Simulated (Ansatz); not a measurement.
Energy needed to pull apart CH5NSi (SMILES C[SiH]=N), closed shell, into free ground-state atoms, from the structure below (displaced at random from its PBE0-D4/def2-TZVP minimum); no zero-point or spin–orbit terms; open-shell atoms are treated unrestricted, in their ground-state multiplicity.

C1  (-0.755, 0.830, -0.486)
Si2  (0.552, -0.457, 0.008)
N3  (0.085, -1.544, 1.132)
H4  (-0.722, 0.739, -1.534)
H5  (-0.426, 1.935, 0.060)
H6  (-1.610, 0.843, 0.258)
H7  (1.694, -0.085, -0.672)
H8  (0.845, -1.899, 1.360)
(Å)

Computed with Ansatz 0.2.0 (basis: def2-TZVPP); correlated methods freeze the cores.

```tsv
method	atomization energy (kJ/mol)
PBE-D4	?
r2SCAN-D4	2543
PBE0-D4	2534
wB97M-V	2557
HF	1706
MP2	2491
CCSD	?
CCSD(T)	2468
```

Q: What does CCSD give? (To be estimated.)

A: Computed: 2421 kJ/mol, which is about 47 kJ/mol less than CCSD(T)/def2-TZVPP.

Q: What does PBE-D4 give? (An estimate is asked for; the value comes from the calculation.)

A: Computed: 2598 kJ/mol, which is about 130 kJ/mol more than CCSD(T)/def2-TZVPP.

In triple zeta the MP2 and coupled-cluster atomization energies are still short of their basis limit by a few kcal/mol a bond, whereas those of the functionals are nearly converged, so these differences are not deviations from converged CCSD(T).

The T1 diagnostic stays at or below 0.018.

For scale, one of the runs: CCSD(T)/def2-TZVPP forces, 174 basis functions (an equivalent command: `ansatz run in.yaml --threads 2`). Hardware: 2 CPU threads, shared host. Wall time 120 s; peak host memory 2.7 GiB.
